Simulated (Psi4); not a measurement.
# singlet [HO2]− at 5 levels

Aim: a comparison of 5 runs (BHLYP/def2-TZVPPD, BLYP/def2-TZVPPD, PBE/def2-TZVPPD, PBE0/def2-TZVPPD, r2SCAN/def2-TZVPPD) of singlet [HO2]−. 

The calculation is run with Psi4 1.11.

1 further run of the same task is left out (set aside as unsound or not needed).

### 1 The system as given

The species is [HO2]− (3 atoms), meant as a singlet with charge -1. As SMILES of the parent species, `[O]O`. The shape is that of a PBE0-D4/def2-TZVP optimisation. That shape belongs to the parent species and isn't relaxed for this state.

Bond lengths: O1–O2 1.309 Å, O2–H3 0.975 Å. Angles: O1–O2–H3 105.8°.

### 2 The energy at BHLYP/def2-TZVPPD (run 1)

input.inp reads:

```
memory 2200 mb

molecule m {
  -1 1
  O     -0.355150     0.941950    -0.088650
  O     -0.244540    -0.359400    -0.172440
  H      0.599690    -0.582550     0.261090
  symmetry c1
}

set {
  puream true
  e_convergence 1e-09
  d_convergence 1e-08
  scf_type pk
  dft_radial_points 99
  dft_spherical_points 590
}

energy("bhhlyp/def2-TZVPPD")
```

Command:

```sh
psi4 -i input.inp -o input.out -n 1
```

input.out:

```text
[...]
  Running in c1 symmetry.
[...]
  Nuclear repulsion =   32.530556905833272
[...]
  Multiplicity = 1
[...]
  Nalpha       = 9
  Nbeta        = 9
[...]
    Number of basis functions: 97
[...]
   @RKS iter   1:  -150.70418853324315   -3.49748e-01   7.00584e-03 ADIIS/DIIS
[...]
   @RKS iter  12:  -150.90726442168079   -2.20268e-11   9.42043e-09 DIIS
[...]
    Orbital Energies [Eh]
    ---------------------
    Doubly Occupied:
       1A    -19.455118     2A    -19.349298     3A     -0.989182
       4A     -0.624563     5A     -0.312566     6A     -0.215356
       7A     -0.214646     8A     -0.010999     9A      0.025181
[...]
  @RKS Final Energy:  -150.90726442168079
   => Energetics <=
    Nuclear Repulsion Energy =             32.5305569058332722
    One-Electron Energy =                -277.9621324669176374
    Two-Electron Energy =                 103.7198867862236398
    DFT Exchange-Correlation Energy =      -9.1955756468200303
    Empirical Dispersion Energy =           0.0000000000000000
    VV10 Nonlocal Energy =                  0.0000000000000000
    Total Energy =                       -150.9072644216807646
[...]
 Multipole Moments:
 ------------------------------------------------------------------------------------
     Multipole            Electronic (a.u.)      Nuclear  (a.u.)        Total (a.u.)
 ------------------------------------------------------------------------------------
 L = 1.  Multiply by 2.5417464519 to convert [e a0] to [Debye]
 Dipole X            :         -0.3019380            0.8880226            0.5860846
 Dipole Y            :         -0.1074236           -0.7976444           -0.9050681
 Dipole Z            :         -0.0000000           -0.0000000           -0.0000000
 Magnitude           :                                                    1.0782594
[...]
```

It took 19 s on 1 thread of Intel Xeon at 2.50GHz (Skylake/Cascade Lake), shared host; peak memory 0.83 GiB.

### 3 Energy and forces at BLYP/def2-TZVPPD (run 2)

ho2.py reads:

```python
import psi4

psi4.set_memory('2200 MB')
psi4.set_num_threads(1)
psi4.core.set_output_file('output.dat', False)

mol = psi4.geometry("""
-1 1
O     -0.355150     0.941950    -0.088650
O     -0.244540    -0.359400    -0.172440
H      0.599690    -0.582550     0.261090
units angstrom
symmetry c1
""")

psi4.set_options({
    'basis': 'def2-TZVPPD',
    'puream': True,
    'e_convergence': 1e-09,
    'd_convergence': 1e-08,
    'scf_type': 'pk',
    'dft_radial_points': 99,
    'dft_spherical_points': 590,
})

e, wfn = psi4.gradient("blyp", molecule=mol, return_wfn=True)
print('gradient / Eh bohr^-1')
print(e.np.round(6))
print(f'energy = {wfn.energy():.10f} Eh')
```

Command:

```sh
python ho2.py
```

output.dat:

```text
[...]
  Running in c1 symmetry.
[...]
  Nuclear repulsion =   32.530556905833272
[...]
  Multiplicity = 1
[...]
  Nalpha       = 9
  Nbeta        = 9
[...]
    Number of basis functions: 97
[...]
   @RKS iter   1:  -150.62054105374932    3.70525e-02   9.58809e-03 DIIS/ADIIS
[...]
   @RKS iter  13:  -150.98152270402380   -1.30456e-11   4.93095e-09 DIIS
[...]
    Orbital Energies [Eh]
    ---------------------
    Doubly Occupied:
       1A    -18.564278     2A    -18.465797     3A     -0.769030
       4A     -0.442654     5A     -0.187174     6A     -0.105758
       7A     -0.083457     8A      0.092635     9A      0.129428
[...]
  @RKS Final Energy:  -150.98152270402380
   => Energetics <=
    Nuclear Repulsion Energy =             32.5305569058332722
    One-Electron Energy =                -277.5018498523278367
    Two-Electron Energy =                 111.7015144287037458
    DFT Exchange-Correlation Energy =     -17.7117441862329876
    Empirical Dispersion Energy =           0.0000000000000000
    VV10 Nonlocal Energy =                  0.0000000000000000
    Total Energy =                       -150.9815227040238028
[...]
  -Total Gradient:
     Atom            X                  Y                   Z
    ------   -----------------  -----------------  -----------------
       1        0.010838438388    -0.139441083875     0.000000000000
       2        0.001852180707     0.129918643778    -0.000000000000
       3       -0.012691074677     0.009522420260     0.000000000000
[...]
```

On the terminal:

```text
gradient / Eh bohr^-1
[[ 0.010838 -0.139441  0.      ]
 [ 0.001852  0.129919 -0.      ]
 [-0.012691  0.009522  0.      ]]
energy = -150.9815227040 Eh
```

It took 28 s on 1 thread of Intel Xeon at 2.50GHz (Skylake/Cascade Lake), shared host; peak memory 0.83 GiB.

Runs 3 to 4 aren't shown in full; the table further down has their settings and results.

### 4 Energy and gradient at r2SCAN/def2-TZVPPD (run 5)

ho2.dat reads:

```
memory 2.2 GB

molecule {
  -1 1
  O
  O 1 1.308727
  H 2 0.97492 1 105.80222
  symmetry c1
  no_reorient
  no_com
}

set {
  basis                def2-TZVPPD
  puream               true
  e_convergence        1e-09
  d_convergence        1e-08
  scf_type             pk
  dft_radial_points    99
  dft_spherical_points 590
}

gradient("r2scan")
```

Command:

```sh
psi4 ho2.dat ho2.out -n 1
```

ho2.out:

```text
[...]
  Running in c1 symmetry.
[...]
  Nuclear repulsion =   32.530561813267639
[...]
  Multiplicity = 1
[...]
  Nalpha       = 9
  Nbeta        = 9
[...]
    Number of basis functions: 97
[...]
   @RKS iter   1:  -150.62205258856633   -7.41023e-02   8.50386e-03 ADIIS/DIIS
[...]
   @RKS iter  12:  -150.91331782844861   -8.69704e-12   6.52732e-09 DIIS
[...]
    Orbital Energies [Eh]
    ---------------------
    Doubly Occupied:
       1A    -18.735255     2A    -18.631972     3A     -0.819221
       4A     -0.478977     5A     -0.202794     6A     -0.116706
       7A     -0.095915     8A      0.089308     9A      0.127325
[...]
  @RKS Final Energy:  -150.91331782844861
   => Energetics <=
    Nuclear Repulsion Energy =             32.5305618132676386
    One-Electron Energy =                -277.7209875278381332
    Two-Electron Energy =                 111.9406902813246489
    DFT Exchange-Correlation Energy =     -17.6635823952027451
    Empirical Dispersion Energy =           0.0000000000000000
    VV10 Nonlocal Energy =                  0.0000000000000000
    Total Energy =                       -150.9133178284486121
[...]
  -Total Gradient:
     Atom            X                  Y                   Z
    ------   -----------------  -----------------  -----------------
       1        0.003187918291    -0.127381368202    -0.000000000000
       2       -0.001929286374     0.122913021164    -0.000000000000
       3       -0.001307172395     0.004842314872     0.000000000000
[...]
```

Run time: 56 s. Hardware: 1 thread of Intel Xeon at 2.50GHz (Skylake/Cascade Lake), shared host; peak memory 0.96 GiB.

### 5 Overview of the runs

```csv
run,level,task,energy (Eh),HOMO energy (eV),LUMO energy (eV),HOMO–LUMO gap (eV),wall time
1,BHLYP/def2-TZVPPD,energy,-150.907264,0.69,5.26,4.58,19 s
2,BLYP/def2-TZVPPD,gradient,-150.981523,3.52,4.22,0.70,28 s
3,PBE/def2-TZVPPD,energy,-150.844241,3.54,4.25,0.70,19 s
4,PBE0/def2-TZVPPD,gradient,-150.830091,2.20,4.87,2.67,31 s
5,r2SCAN/def2-TZVPPD,gradient,-150.913318,3.46,4.81,1.35,56 s
```

### 6 Outcome

| quantity | value |
| --- | --- |
| run 5: total energy | -150.91332 Eh |
| run 5: HOMO energy | 3.46 eV |
| run 5: LUMO energy | 4.81 eV |
| run 5: HOMO–LUMO gap (to an unbound level, set by the basis) | 1.35 eV |
| run 5: largest force on an atom | 6.552 eV/Å |

The HOMO–LUMO gap runs from 0.70 eV (BLYP/def2-TZVPPD) to 4.58 eV (BHLYP/def2-TZVPPD). The empty levels of an anion lie above zero and hang on the basis. Totals of different functionals can't be ranked against each other. In runs 1, 2, 3, 4, 5 the HOMO lies above zero, so the outermost electron may be held by the basis alone. All runs together took 2.5 min, the longest 56 s.
